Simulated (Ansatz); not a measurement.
in.yaml

```yaml
crystal:
  periodic: [false, false, false]
  atoms:
    - {symbol: O, position_ang: [-0.101302, 0.071000, 1.540263]}
    - {symbol: Ga, position_ang: [0.013370, 0.008775, -0.385321]}
    - {symbol: H, position_ang: [0.786965, -0.148596, 1.857862]}
    - {symbol: H, position_ang: [-0.103809, -1.585405, 0.347088]}
basis:
  gaussian: {orbitals: 6-31G}
magnetization: {spin_polarized: false, initial_magnetization: 5}
correlation: {active_space: {ras: {orbitals: [8, 5, 19], electrons: 21, max_holes: 2, max_particles: 2}, fixed_orbitals: true}}
```

```sh
$ ansatz run in.yaml --threads 1 --pin off --events-out ev --progress --plain --max-ram 2393MiB
```

Log:

```
396 factors; integrals over basis functions are off by at most 2.9e-4 eV
mean field evaluation 1: about -54380.7157 eV, gradient 1.6e1 eV
mean field evaluation 2: about -54380.7834 eV, gradient 1.6e1 eV
mean field evaluation 4: about -54383.3305 eV, gradient 3.5e0 eV
mean field evaluation 8: about -54383.6940 eV, gradient 1.0e0 eV
mean field evaluation 16: about -54383.7315 eV, gradient 2.1e-6 eV
mean field evaluation 32: about -54380.0994 eV, gradient 1.4e1 eV
mean field -54383.73145284 eV, -1998.5652682748 hartree, gradient 2.2e-6 eV, S^2 8.750000; 4 other end points of the search recorded, 0 dependent functions left out
reference -54383.73145284 eV, -1998.5652682748 hartree; 23, 18 occupied and 19, 24 virtual orbitals, 396 factors
state -54390.57024511 eV, -1998.8165892551 hartree
Total energy: -54390.57024511 eV, -1998.8165892551 hartree
```

Natural occupations: 1.9939 1.9938 1.9938 1.9936 1.9934 1.9903 1.9796 1.9756 1.0026 0.9986 0.9979 0.9961 0.9949 0.0229 0.0152 0.0093 0.0066 0.0061 0.0059 0.0059 0.0057 0.0053 0.0031 0.0023.

Ran on 1 thread of Intel Xeon Platinum 8375C, shared host: 68 s wall, 0.23 GiB peak host memory.
